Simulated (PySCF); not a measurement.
A spin–spin coupling run with PySCF 2.14.0 with density-fitted response routines (density fitting, non-relativistic, gas phase) on SMILES C=C(C)CF, C$_{4}$H$_{7}$F:

```
{"job": {"kind": "j", "xc": "B3LYP", "basis": "pcJ-1"}, "charge": 0, "multiplicity": 1}
C      0.210779     1.374452    -0.635696
C      0.065303     0.180164    -0.085784
C      1.172731    -0.817129     0.034981
C     -1.270983    -0.265226     0.449559
F     -1.137017    -1.152546     1.490708
H     -0.602716     2.076896    -0.700951
H      1.150858     1.690560    -1.052649
H      1.331693    -1.070010     1.082182
H      0.906982    -1.736822    -0.485540
H      2.095159    -0.424196    -0.382070
H     -1.863021     0.576911     0.820714
H     -1.837534    -0.795408    -0.328334
```

Hardware: 1 thread of an Arm Neoverse V1, shared host. The job also computes field gradients.

Problem. How large is the calculation?

Solution. 40 electrons, 205 basis functions and 730 auxiliary functions.

Problem. How long does it take?

Solution. 22 s of wall time, with 14 SCF cycles. Times on a shared host scatter by some tens of per cent.

Problem. And these other runs on the same molecule and hardware: GIAO shielding at PBE0/pcSseg-1?

Solution. PBE0/pcSseg-1: 120 functions, 7.9 s.
